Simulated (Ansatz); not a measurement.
Ideal-gas functions of `[NH2][AlH][AlH2]` at 600 K and 1 bar, from an Ansatz frequency run at PBE0-D4/def2-TZVP.

Molar mass 73.01 g/mol, point group C1 (symmetry number 1), electronic degeneracy 1, moments of inertia 28.071, 177.933, 205.962 u Å². Harmonic wavenumbers (cm⁻¹, unscaled): 28, 115, 303, 337, 380, 468, 519, 546, 553, 731, 782, 817, 1569, 1874, 1885, 1897, 3596, 3689.

Use S(trans) = R[1.5 ln M + 2.5 ln T − 1.1517]; rotational temperatures θ = 24.2544 K / I; S(rot) = R[ln(√π/σ · √(T³/θAθBθC)) + 1.5]; for each mode x = 1.438777 ν̃/T, S = R[x/(eˣ − 1) − ln(1 − e⁻ˣ)] and H = RT x/(eˣ − 1); 1 cm⁻¹ = 0.0119627 kJ/mol; R = 8.31446 J/(mol·K).

Task: By hand: the entropy, in J/(mol·K).

Result: Translation 176.9. Rotation: θ = 0.864, 0.1363, 0.1178 K, giving 114.8. Vibration, mode by mode: 30.77, 19.05, 11.15, 10.31, 9.37, 7.78, 7.01, 6.64, 6.55, 4.64, 4.21, 3.94, 0.94, 0.52, 0.50, 0.49, 0.01, 0.01, in all 123.9. Electronic 0.0. Sum 415.6 J/(mol·K).

Task: By hand: H − E and G − E in kJ/mol, counted from the electronic energy.

Result: Zero-point energy ½ × 20089 × 0.0119627 = 120.2; thermal vibration 35.2; translation, rotation and pV give 4 RT = 20.0. H − E = 175.4 kJ/mol, and G − E = 175.4 − 600 × 415.6/1000 = -74.0 kJ/mol.

Vibration gives 30 % of the entropy, 49.8 J/(mol·K) of it from the modes under 150 cm⁻¹: soft modes count most, and the harmonic formula is weakest for them. The sum counts one conformer and one mirror image; others add a mixing term.
